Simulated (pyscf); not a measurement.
A first-order saddle from PySCF, ωB97X-D3(BJ)/def2-SVP:

```xyz
6

N     -0.1507    -0.8302     0.7195
In     1.4833    -0.6357    -0.4162
H     -0.4290    -0.0658     1.3263
H     -0.9617    -1.2884     0.3174
H      2.9829     0.0858    -0.6065
H      2.5051     0.8463     0.5573
```
Charge 0, spin multiplicity 1.

Surface: singlet, charge 0. Lowest wavenumbers (cm⁻¹): 1513i, 324, 362, 382, 619.

Name the species on either side of this saddle.

H₂N–InH₂ <-> H₂N–In [singlet] + H₂, a 1,1-elimination read from left to right: H–In, H–In broken and H–H formed. At ωB97M-D3(BJ)/def2-TZVP it lies +2.78 eV from the left side and +2.93 eV from the right (each side as separated species at their lowest minima found). The same reactants have a lower exit, to NH₃ + InH [singlet] (barrier +2.33 eV at ωB97M-D3(BJ)/def2-TZVP, against +2.78 eV here). This is the saddle that the search found; another between the same sides may lie lower. Elements past Kr carry the def2 core potentials, without spin-orbit coupling.
